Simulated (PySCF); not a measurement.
## Identify the compound

An unknown has the formula C3H7F. Its calculated NMR data are:

1H NMR (400 MHz, computed): δ 4.95 (m, 1H), 1.32 (m, 6H).

13C{1H} NMR (computed): δ 89.7 (CH), 25.2 (CH3, 2C).

No solvent model, one conformer, equivalent nuclei averaged, non-relativistic. Geometry: GFN2-xTB; GIAO PBE0/pcSseg-1 shieldings; PySCF.

Shifts are taken against calculated references (same method and geometry level): 1H, 13C vs TMS.

**Question.** What is the structure?

**Answer.** 
Rings plus π bonds: 0. 2 carbon signals for 3 carbons: some carbons are equivalent by symmetry or fast rotation. Carbon types of the structure: 1 × CH, 2 × CH3, which accounts for all hydrogens. δC 89.7: sp3 CH bonded to F; the inductive effect lowers its shielding. δC 25.2: methyl carbon; a saturated carbon with 1 carbon neighbour and no heteroatom attached. δH 4.95: hydrogen on an sp3 CH bonded to F; its carbon carries F, hence the downfield position. δH 1.32: hydrogen on a methyl carbon.

These data were computed for SMILES CC(C)F.

Splittings by 19F in the carbon and heteronuclear signals aren't shown, as no couplings were computed. Shifts are as computed. Against solution values, carbons near 30 ppm lie about +3 ppm off and those near 130 ppm about +5 ppm. Of 246 compounds with measured shifts, 49 miss one by over three times the rms of a fit or turn the order of signals round; such compounds aren't used in these exercises. Multiplicities follow the n + 1 count of equivalent neighbours, as no J values were calculated; m marks all less simple cases, F and P coupling included.
